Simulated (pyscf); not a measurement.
Thermochemistry of product channels of O=Mg + H₂ on the singlet surface, in kcal/mol, from ωB97M-D3(BJ)/def2-TZVP energies (ideal gas, 1 atm, RRHO with modes under 100 cm⁻¹ raised to 100, one conformer, R ln 2 for chiral ones without a mode under 150 cm⁻¹). Optimised with ωB97X-D3(BJ)/def2-SVP in PySCF.

| products | ΔE | ΔH(298 K) | ΔG(298 K) | ΔG(1200 K) |
|---|---|---|---|---|
| HO–MgH | -94.5 | -91.9 | -84.8 | -64.0 |
| Mg [singlet] + H₂O | -74.0 | -68.3 | -67.9 | -65.3 |

These are energies of the channels, which say nothing of barriers. One closed-shell reference is unstable to symmetry breaking; treat the single-reference values with care.
